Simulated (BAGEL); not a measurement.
# C2H3O− (SMILES C=C[O-]) at HF/STO-3G (density fitting with qzvpp-jkfit)

What is the vertical singlet–triplet gap of C2H3O− at HF/STO-3G (density fitting with qzvpp-jkfit)? 

The calculation is run with BAGEL 1.2.2.

1 further run of the same task is left out (set aside as unsound or not needed).

## Step 1: The system as given

C2H3O− has 6 atoms, charge -1, and is taken as a singlet. As SMILES, `C=C[O-]`. The shape is that of a GFN2-xTB optimisation.

Bond lengths: C1–C2 1.353 Å, C2–O3 1.263 Å, C1–H4 1.082 Å, C1–H5 1.083 Å, C2–H6 1.141 Å. Angles: C1–C2–O3 130.1°, C1–C2–H6 113.3°, O3–C2–H6 116.6°, C2–C1–H4 121.9°, C2–C1–H5 121.5°, H4–C1–H5 116.6°.

## Step 2: The energy at HF/STO-3G (density fitting with qzvpp-jkfit)

Contents of input.json:

```json
{ "bagel" : [

{
  "title" : "molecule",
  "basis" : "sto-3g",
  "df_basis" : "qzvpp-jkfit",
  "angstrom" : true,
  "geometry" : [
    { "atom" : "C", "xyz" : [   -0.534120,    0.056350,   -0.445510 ] },
    { "atom" : "C", "xyz" : [    0.499990,   -0.080720,    0.416820 ] },
    { "atom" : "O", "xyz" : [    1.050900,   -1.124460,    0.866290 ] },
    { "atom" : "H", "xyz" : [   -1.038040,   -0.799450,   -0.874810 ] },
    { "atom" : "H", "xyz" : [   -0.899760,    1.032480,   -0.741110 ] },
    { "atom" : "H", "xyz" : [    0.921030,    0.915800,    0.778320 ] }
  ]
},
{ "title" : "hf", "charge" : -1 },
{ "title" : "print", "file" : "orbitals.molden", "orbitals" : true }

]}
```

On the command line:

```bash
$ BAGEL_NUM_THREADS=1 BAGEL input.json > input.out
```

Output:

```text
* using 1 threads per process

  ===============================================================
  ===============================================================

  *** Geometry ***

  { "atom" : "C", "xyz" : [     -1.009341,      0.106486,     -0.841892 ] },
  { "atom" : "C", "xyz" : [      0.944844,     -0.152539,      0.787676 ] },
  { "atom" : "O", "xyz" : [      1.985913,     -2.124921,      1.637051 ] },
  { "atom" : "H", "xyz" : [     -1.961611,     -1.510742,     -1.653151 ] },
  { "atom" : "H", "xyz" : [     -1.700300,      1.951104,     -1.400495 ] },
  { "atom" : "H", "xyz" : [      1.740494,      1.730611,      1.470812 ] },

  Number of auxiliary basis functions:      281

  Since a DF basis is specified, we compute 2- and 3-index integrals:
    o Being stored without compression. Storage requirement is 0.001 GB

  Number of basis functions:       18
  Number of electrons      :       23

    * METHOD: MOLECULE                             0.05

  *** RHF ***

  === Nuclear Repulsion ===
    63.6152316203

      * DIIS with orbital gradients will be used.

  === RHF iteration (sto-3g) ===
      0       -150.03155612          0.02965027           0.00
      1       -150.11851476          0.01654792           0.00
      2       -150.14254250          0.00224156           0.00
      3       -150.14351984          0.00066969           0.00
      4       -150.14362784          0.00023325           0.00
      5       -150.14364416          0.00007060           0.00
      6       -150.14364546          0.00002020           0.00
      7       -150.14364556          0.00000517           0.00
      8       -150.14364557          0.00000200           0.00
      9       -150.14364557          0.00000057           0.00
     10       -150.14364557          0.00000013           0.00
     11       -150.14364557          0.00000003           0.00
     12       -150.14364557          0.00000001           0.00
    * SCF iteration converged.

    * Permanent dipole moment:
           (   -0.004119,    -0.328096,    -0.006876) a.u.

    * METHOD: HF                                   0.07

    * METHOD: PRINT                                0.00

  ===============================================================
```

Wall time 0.24 s (1 thread of Arm Neoverse V1, shared host).

## Step 3: The triplet

Contents of calc.json:

```json
{ "bagel": [

{
  "title": "molecule",
  "basis": "sto-3g",
  "df_basis": "qzvpp-jkfit",
  "angstrom": true,
  "geometry": [
    { "atom": "C", "xyz": [      -0.534120,       0.056350,      -0.445510 ] },
    { "atom": "C", "xyz": [       0.499990,      -0.080720,       0.416820 ] },
    { "atom": "O", "xyz": [       1.050900,      -1.124460,       0.866290 ] },
    { "atom": "H", "xyz": [      -1.038040,      -0.799450,      -0.874810 ] },
    { "atom": "H", "xyz": [      -0.899760,       1.032480,      -0.741110 ] },
    { "atom": "H", "xyz": [       0.921030,       0.915800,       0.778320 ] }
  ]
},

{
  "title": "uhf",
  "charge": -1,
  "nopen": 2
},

{
  "title": "print",
  "file": "orbitals.molden",
  "orbitals": true
}

]}
```

On the command line:

```bash
$ BAGEL_NUM_THREADS=1 BAGEL calc.json > calc.out
```

Output:

```text
* using 1 threads per process

  ===============================================================
  ===============================================================

  *** Geometry ***

  { "atom" : "C", "xyz" : [     -1.009341,      0.106486,     -0.841892 ] },
  { "atom" : "C", "xyz" : [      0.944844,     -0.152539,      0.787676 ] },
  { "atom" : "O", "xyz" : [      1.985913,     -2.124921,      1.637051 ] },
  { "atom" : "H", "xyz" : [     -1.961611,     -1.510742,     -1.653151 ] },
  { "atom" : "H", "xyz" : [     -1.700300,      1.951104,     -1.400495 ] },
  { "atom" : "H", "xyz" : [      1.740494,      1.730611,      1.470812 ] },

  Number of auxiliary basis functions:      281

  Since a DF basis is specified, we compute 2- and 3-index integrals:
    o Being stored without compression. Storage requirement is 0.001 GB

  Number of basis functions:       18
  Number of electrons      :       23

    * METHOD: MOLECULE                             0.05

  *** Open-shell HF ***

  === Nuclear Repulsion ===
    63.6152316203

      * DIIS with orbital gradients will be used.

  === UHF iteration (sto-3g) ===
      0       -149.91396307          0.04914860           0.00
      1       -150.01011523          0.01980731           0.00
      2       -150.02527511          0.00793578           0.00
      3       -150.03069795          0.00620632           0.00
      4       -150.03638080          0.00235218           0.00
      5       -150.03719959          0.00059949           0.00
      6       -150.03726272          0.00021856           0.00
      7       -150.03726967          0.00006070           0.00
      8       -150.03727044          0.00001534           0.00
      9       -150.03727054          0.00000126           0.00
     10       -150.03727056          0.00000066           0.00
     11       -150.03727056          0.00000032           0.00
     12       -150.03727056          0.00000007           0.00
     13       -150.03727056          0.00000003           0.00
     14       -150.03727056          0.00000002           0.00
     15       -150.03727056          0.00000002           0.00
     16       -150.03727056          0.00000001           0.00
     17       -150.03727056          0.00000000           0.00
    * SCF iteration converged.

    * S^2 (UHF) is 2.0105

    * Permanent dipole moment:
           (    0.257259,     0.090724,     0.215861) a.u.

    * METHOD: UHF                                  0.12

    * METHOD: PRINT                                0.00

  ===============================================================
```

Wall time 0.28 s (1 thread of Arm Neoverse V1, shared host).

## Step 4: What came out

Level: HF/STO-3G (density fitting with qzvpp-jkfit).

```
                                                      quantity          value
                                         singlet: total energy  -150.14365 Eh
                                          singlet: HOMO energy        3.14 eV
                                          singlet: LUMO energy       18.40 eV
singlet: HOMO–LUMO gap (to an unbound level, set by the basis)       15.27 eV
                                         triplet: total energy  -150.03727 Eh
                                                 triplet: ⟨S²⟩          2.010
              vertical energy of the triplet above the singlet       2.895 eV
```

At this shape the triplet lies 2.89 eV (67 kcal/mol) above the singlet. In a minimal basis such a difference can be off by several eV, whatever the method. The HOMO (singlet) lies at positive energy, 3.14 eV: the electron is unbound at this level or held by a compact basis; values depend on the basis.
